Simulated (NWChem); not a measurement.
**C3H3FO (SMILES C=CC(=O)F): levels of theory compared**

Wanted: a comparison of 4 runs (HF/STO-3G, HF/3-21G, B3LYP/6-31G*) of C3H3FO. 

The calculation is run with NWChem 7.3.0.

## 1. The molecule

C3H3FO: 8 atoms, total charge 0, spin state singlet. SMILES: `C=CC(=O)F`. The coordinates come from a GFN2-xTB relaxation. This is one conformer, not always the lowest.

Bond lengths: C1–C2 1.328 Å, C2–C3 1.462 Å, C3–O4 1.183 Å, C3–F5 1.368 Å, C1–H6 1.077 Å, C1–H7 1.078 Å, C2–H8 1.080 Å. Angles: C1–C2–C3 123.4°, C2–C3–O4 128.9°, C2–C3–F5 112.2°, O4–C3–F5 118.9°, C1–C2–H8 122.6°, C3–C2–H8 114.0°, C2–C1–H6 121.6°, C2–C1–H7 121.6°, H6–C1–H7 116.9°.

## 2. Energy and gradient at HF/STO-3G (run 1)

run.py reads:

```python
from ase import Atoms
from ase.calculators.nwchem import NWChem

mol = Atoms('CCCOFHHH', positions=[
    [-0.777660, 0.835380, 0.434810],
    [-0.286490, -0.385060, 0.253240],
    [0.904670, -0.663360, -0.547350],
    [1.416800, -1.704690, -0.779260],
    [1.453160, 0.474260, -1.072030],
    [-1.658160, 1.006080, 1.030340],
    [-0.313040, 1.702010, -0.007310],
    [-0.739260, -1.264630, 0.687570],
])

calc = NWChem(
    label='mymol',
    theory='scf',
    memory='2200 mb',
    basis='STO-3G',
    basispar='spherical bse',
    scf={'nopen': '0', 'rhf': None, 'thresh': '1e-08', 'maxiter': '80', 'print': 'low'},
)
mol.calc = calc

forces = mol.get_forces()
print(f"energy = {mol.get_potential_energy():.6f} eV")
print("forces (eV/A):")
for s, f in zip(mol.symbols, forces):
    print(f"{s:2s} {f[0]:10.5f} {f[1]:10.5f} {f[2]:10.5f}")
```

Run with:

```console
$ export ASE_NWCHEM_COMMAND="nwchem PREFIX.nwi > PREFIX.nwo"
$ python run.py
```

Standard output:

```text
energy = -7776.320198 eV
forces (eV/A):
C     0.57680   -1.48126   -0.20276
C    -2.18132    1.21243    1.36382
C     0.50234    3.66120   -0.80722
O     1.45437   -3.59487   -0.57531
F    -0.00884   -0.09215    0.01805
H    -0.25829    0.07040    0.17077
H     0.11493    0.20312   -0.10660
H    -0.19998    0.02108    0.13920
```

The calculator wrote mymol.nwi:

```
title "mymol"

permanent_dir mymol

scratch_dir mymol

start mymol

geometry units angstrom nocenter noautosym noautoz
  C  -7.7766000000000002e-01 8.3538000000000001e-01 4.3480999999999997e-01
  C  -2.8649000000000002e-01 -3.8506000000000001e-01 2.5324000000000002e-01
  C  9.0466999999999997e-01 -6.6335999999999995e-01 -5.4735000000000000e-01
  O  1.4168000000000001e+00 -1.7046900000000000e+00 -7.7925999999999995e-01
  F  1.4531600000000000e+00 4.7426000000000001e-01 -1.0720300000000000e+00
  H  -1.6581600000000001e+00 1.0060800000000001e+00 1.0303400000000000e+00
  H  -3.1303999999999998e-01 1.7020100000000000e+00 -7.3099999999999997e-03
  H  -7.3926000000000003e-01 -1.2646299999999999e+00 6.8757000000000001e-01
end

memory 2200 mb

basis spherical bse noprint
   * library STO-3G
end

scf
  nopen 0
  rhf
  thresh 1e-08
  maxiter 80
  print low
end

task scf gradient
```

mymol.nwo:

```text
Northwest Computational Chemistry Package (NWChem) 7.3.0
             --------------------------------------------------------

           Job information
           ---------------

    nwchem branch   = 7.3.0
    use scalapack   = T
    input           = mymol.nwi
    prefix          = mymol.
    data base       = mymol/mymol.db
    status          = startup
    nproc           =        1

           Memory information
           ------------------

    heap     =     72089594 doubles =      550.0 Mbytes
    stack    =     72089599 doubles =      550.0 Mbytes
    global   =    144179200 doubles =     1100.0 Mbytes (distinct from heap & stack)
    total    =    288358393 doubles =     2200.0 Mbytes
    verify   = yes
    hardfail = no

           Directory information
           ---------------------

  0 permanent = mymol
  0 scratch   = mymol

                                NWChem Input Module
                                -------------------

                                       mymol
                                       -----

[... 26 lines left out ...]
            Nuclear Dipole moment (a.u.)
[... 52 lines left out ...]
                                       mymol

  ao basis        = "ao basis"
  functions       =    28
  atoms           =     8
  closed shells   =    19
  open shells     =     0
  charge          =   0.00
  wavefunction    = RHF
  input vectors   = atomic
  output vectors  = mymol/mymol.movecs
  use symmetry    = F
  symmetry adapt  = F

 Forming initial guess at       0.0s

 Starting SCF solution at       0.1s

       Final RHF  results
       ------------------

         Total SCF energy =   -285.774498613375
      One-electron energy =   -714.811607830588
      Two-electron energy =    267.880943769394
 Nuclear repulsion energy =    161.156165447819

        Time for solution =      1.1s

                              NWChem Gradients Module
                              -----------------------

                         RHF ENERGY GRADIENTS

    atom               coordinates                        gradient
                 x          y          z           x          y          z
   1 C      -1.469564   1.578639   0.821672   -0.011217   0.028806   0.003943
   2 C      -0.541388  -0.727658   0.478554    0.042420  -0.023578  -0.026522
   3 C       1.709578  -1.253569  -1.034342   -0.009769  -0.071199   0.015698
[... 4 lines of this table left out ...]
   8 H      -1.396999  -2.389804   1.299319    0.003889  -0.000410  -0.002707

 Task  times  cpu:        1.3s     wall:        1.3s
 Total times  cpu:        1.3s     wall:        1.3s
```

Wall time 2.2 s (1 thread of Intel Xeon 6975P-C (Granite Rapids), shared host); peak memory 0.099 GiB.

## 3. Energy and forces at HF/3-21G (run 2)

test.nw reads:

```
start test
memory stack 880 mb heap 220 mb global 1100 mb

geometry noautosym nocenter noautoz
C       -0.777660       0.835380       0.434810
C       -0.286490      -0.385060       0.253240
C        0.904670      -0.663360      -0.547350
O        1.416800      -1.704690      -0.779260
F        1.453160       0.474260      -1.072030
H       -1.658160       1.006080       1.030340
H       -0.313040       1.702010      -0.007310
H       -0.739260      -1.264630       0.687570
end

basis spherical bse
* library 3-21G
end

scf
thresh 1e-08
maxiter 80
noprint "final vectors analysis"
end

task scf gradient
```

Run with:

```console
$ nwchem test.nw > test.out
```

Standard output:

```text
[...]
  functions       =    51
[...]
  wavefunction    = RHF
[...]
         Total SCF energy =   -288.040856061214
      One-electron energy =   -714.786072803990
      Two-electron energy =    265.589051294957
 Nuclear repulsion energy =    161.156165447820
        Time for solution =      1.3s
[...]
                         RHF ENERGY GRADIENTS
    atom               coordinates                        gradient
                 x          y          z           x          y          z
   1 C      -1.469564   1.578639   0.821672   -0.007828   0.008257   0.004250
   2 C      -0.541388  -0.727658   0.478554    0.010685  -0.003164  -0.006985
   3 C       1.709578  -1.253569  -1.034342   -0.003271  -0.012616   0.004057
   4 O       2.677364  -3.221397  -1.472588    0.000839   0.005601  -0.001437
   5 F       2.746074   0.896221  -2.025843    0.004343   0.002040  -0.003253
   6 H      -3.133468   1.901216   1.947060   -0.003323   0.001750   0.002146
   7 H      -0.591560   3.216333  -0.013814    0.001318   0.004895  -0.001621
   8 H      -1.396999  -2.389804   1.299319   -0.002763  -0.006763   0.002844
[...]
```

It took 2.1 s on 1 thread of Intel Xeon 6975P-C (Granite Rapids), shared host; peak memory 0.097 GiB.

Run 3 isn't shown in full; the table further down has it.

## 4. Energy and forces at B3LYP/6-31G(d) (Cartesian functions) (run 4)

run.py reads:

```python
from ase import Atoms
from ase.calculators.nwchem import NWChem

molecule = Atoms(['C', 'C', 'C', 'O', 'F', 'H', 'H', 'H'], positions=[
    [-0.777660, 0.835380, 0.434810],
    [-0.286490, -0.385060, 0.253240],
    [0.904670, -0.663360, -0.547350],
    [1.416800, -1.704690, -0.779260],
    [1.453160, 0.474260, -1.072030],
    [-1.658160, 1.006080, 1.030340],
    [-0.313040, 1.702010, -0.007310],
    [-0.739260, -1.264630, 0.687570],
])

calc = NWChem(
    label='input',
    theory='dft',
    memory='2200 mb',
    basis='6-31G*',
    dft={'xc': 'b3lyp', 'mult': '1', 'grid': 'xfine', 'convergence': 'energy 1e-08', 'iterations': '100', 'mulliken': None},
)
molecule.calc = calc

forces = molecule.get_forces()
e = molecule.get_potential_energy()
print(f"E = {e:.6f} eV")
print("forces (eV/A):")
for s, f in zip(molecule.symbols, forces):
    print(f"{s:2s} {f[0]:10.5f} {f[1]:10.5f} {f[2]:10.5f}")
print("dipole (e A):", molecule.get_dipole_moment().round(4))
```

Run with:

```console
$ export ASE_NWCHEM_COMMAND="nwchem PREFIX.nwi > PREFIX.nwo"
$ python run.py
```

Standard output:

```text
E = -7923.155450 eV
forces (eV/A):
C    -0.03651    0.26683   -0.00566
C    -0.00561   -0.37096    0.05384
C     0.13467    1.00324   -0.22574
O     0.25032   -1.11108   -0.03368
F    -0.06957    0.15668    0.02885
H    -0.28776    0.01322    0.19777
H     0.12547    0.18826   -0.11164
H    -0.11107   -0.14619    0.09631
dipole (e A): [-0.5196  0.3367  0.3218]
```

The calculator wrote input.nwi:

```
title "input"

permanent_dir input

scratch_dir input

start input

geometry units angstrom nocenter noautosym noautoz
  C  -7.7766000000000002e-01 8.3538000000000001e-01 4.3480999999999997e-01
  C  -2.8649000000000002e-01 -3.8506000000000001e-01 2.5324000000000002e-01
  C  9.0466999999999997e-01 -6.6335999999999995e-01 -5.4735000000000000e-01
  O  1.4168000000000001e+00 -1.7046900000000000e+00 -7.7925999999999995e-01
  F  1.4531600000000000e+00 4.7426000000000001e-01 -1.0720300000000000e+00
  H  -1.6581600000000001e+00 1.0060800000000001e+00 1.0303400000000000e+00
  H  -3.1303999999999998e-01 1.7020100000000000e+00 -7.3099999999999997e-03
  H  -7.3926000000000003e-01 -1.2646299999999999e+00 6.8757000000000001e-01
end

memory 2200 mb

basis noprint
   * library 6-31G*
end

dft
  xc b3lyp
  mult 1
  grid xfine
  convergence energy 1e-08
  iterations 100
  mulliken
end

task dft gradient
```

input.nwo, shortened:

```text
[...]
         Total DFT energy =     -291.170594667750
[...]
  wavefunction    = closed shell
                         DFT ENERGY GRADIENTS
    atom               coordinates                        gradient
                 x          y          z           x          y          z
   1 C      -1.469564   1.578639   0.821672    0.000710  -0.005189   0.000110
   2 C      -0.541388  -0.727658   0.478554    0.000109   0.007214  -0.001047
   3 C       1.709578  -1.253569  -1.034342   -0.002619  -0.019510   0.004390
[... 4 lines of this table left out ...]
   8 H      -1.396999  -2.389804   1.299319    0.002160   0.002843  -0.001873
[...]
```

Run time: 26 s. Hardware: 1 thread of Intel Xeon 6975P-C (Granite Rapids), shared host; peak memory 0.14 GiB.

## 5. The series

| run | level | iteration cap | module | energy (Eh) | largest force (eV/Å) | wall time |
| --- | --- | --- | --- | --- | --- | --- |
| 1 | HF/STO-3G | 80 | scf | -285.774499 | 3.920 | 2.2 s |
| 2 | HF/3-21G | 80 | scf | -288.040856 | 0.702 | 2.1 s |
| 3 | B3LYP/6-31G* (spherical functions) | 100 | dft | -291.166005 | 1.171 | 24 s |
| 4 | B3LYP/6-31G* (Cartesian functions) | 100 | dft | -291.170595 | 1.139 | 26 s |

## 6. What came out

| quantity | value |
| --- | --- |
| run 4: total energy | -291.17059 Eh |
| run 4: dipole moment | 3.35 D |
| run 4: HOMO energy | -8.35 eV |
| run 4: LUMO energy | -1.88 eV |
| run 4: HOMO–LUMO gap | 6.46 eV |
| run 4: largest force on an atom | 1.139 eV/Å |

In words: In run 1 the basis is minimal, so the values are rough. All runs together took 54 s, the longest 26 s.
